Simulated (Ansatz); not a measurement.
# AlCO+ (quintet): the correlation ladder, cc-pVTZ

One table from this session's results is given with a row withheld; the runs are named, their logs left out.

The runs use Ansatz 0.2.0, Gaussian basis; cc-pVTZ, core rule «outside noble gas», up to 7 orbitals frozen.

The runs, in order: UHF; CCSD(T) on ROHF; CCSD(T) on UHF; BCCD(T) on ROHF; CCSDT(Q) on ROHF; CCSDT(Q) on UHF; CASSCF and NEVPT2, 12 electrons in 12 orbitals.

5 further runs of the same task are left out: 2 for a known fault of the program, 3 set aside as unsound or not needed.

## What is computed

The geometry is a PBE0/def2-TZVP stationary point (not a proven minimum) of the parent state, kept for this charge and spin.

3 atoms, charge 1, spin multiplicity 5.

Atoms are counted from 1 here; the program's logs count them from 0.

Bond lengths: Al1–C2 1.847 Å, C2–O3 1.158 Å. Angles: Al1–C2–O3 180.0°.

Coordinates:

```xyz
3

Al    0.0000    0.0000    1.6172
C     0.0000    0.0000   -0.2294
O     0.0000    0.0000   -1.3878
```

Set-up of the first run:

Input file in.yaml:

```yaml
crystal:
  periodic: [false, false, false]
  atoms:
    - {symbol: Al, position_ang: [0.000000, 0.000000, 1.617200]}
    - {symbol: C, position_ang: [0.000000, 0.000000, -0.229400]}
    - {symbol: O, position_ang: [0.000000, 0.000000, -1.387800]}
basis:
  gaussian: {orbitals: cc-pVTZ}
total_charge: 1
magnetization: {spin_polarized: true, initial_magnetization: 4}
hamiltonian: {xc: hf}
output: {orbitals: {seedname: orbitals}}
```

Run with:

```
> ansatz run in.yaml --threads 1 --pin off --events-out ev --progress --plain --max-ram 2560MiB --backend cpu
```

Among the steps run: UHF; CCSD(T) on ROHF; CCSD(T) on UHF; BCCD(T) on ROHF; CCSDT(Q) on ROHF; CCSDT(Q) on UHF; CASSCF and NEVPT2, 12 electrons in 12 orbitals.

One of the session's tables, all rows but one given; the rest of the session is left out.

It belongs to the step «Misses and costs». 

| method | from UCCSDT(Q) (meV) |
| --- | --- |
| ROHF | +9726.2 |
| UHF | +9452.7 |
| RMP2 | +1078.9 |
| UMP2 | +1127.3 |
| RCCSD | +424.3 |
| UCCSD | +414.6 |
| RCCSD(T) | +62.6 |
| UCCSD(T) | ? |
| BCCD(T) | +65.0 |
| RCCSDT | +25.1 |
| UCCSDT | +20.7 |
| RCCSDT(Q) | +6.5 |
| UCCSDT(Q) | 0 |
| CASSCF valence | +7146.7 |
| NEVPT2 valence | +1258.0 |

Estimate the missing values for UCCSD(T).

The run gave: from UCCSDT(Q) (meV): +60.2. In the column «from UCCSDT(Q) (meV)» it lies between RCCSDT (+25.1) and RCCSD(T) (+62.6).

To keep in mind: Restricted and unrestricted rows rest on different reference determinants; where their highest levels disagree by more than a few hundredths of an eV, they describe different states and don't form one ladder.
